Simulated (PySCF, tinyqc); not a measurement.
Orbital energy against energy difference: ionisation energy by orbital energies and by energy differences in the cc-pvdz basis, for CH2, spin multiplicity 1. Computed by the program tinyqc with PySCF. 

Geometry (angstrom):
```
atom       x        y       z
C     0.0000   0.0000  0.0000
H     0.0000   0.8870  0.5720
H     0.0000  -0.8870  0.5720
```

CCSD(T) difference in the same basis = 9.7544 eV

IP-EOM-CCSD = 9.7298 eV

The cation is unrestricted; errors are against CCSD(T) in this basis, not against experiment.

First vertical ionisation energy (eV):
```
method     -e(HOMO)  E(cation) - E  error of -e(HOMO)  error of the difference
HF           10.084        8.59816              0.329                   -1.156
LDA           4.988       10.04334             -4.766                    0.289
PBE           4.977        9.85608             -4.777                    0.102
B3LYP         6.221        9.96052             -3.533                    0.206
PBE0          6.474        9.80337             -3.280                    0.049
CAM-B3LYP     7.954        9.95106             -1.801                    0.197
LC-wPBE       9.476        9.90709             -0.278                    0.153
```

Koopmans errs by +0.33 eV and Delta-HF by -1.16 eV: relaxation, 1.49 eV, lowers the value and the missing correlation difference works against it. The PBE level is off by -4.8 eV through the wrong tail of its potential, though its energy difference is off by +0.10 eV; exact exchange deepens the level, and among the orbital energies LC-wPBE comes closest; among the differences PBE0 does. The restricted reference is unstable here: a spin-polarised solution lies 0.0257 hartree lower (PySCF), so results built on it describe a poor reference.
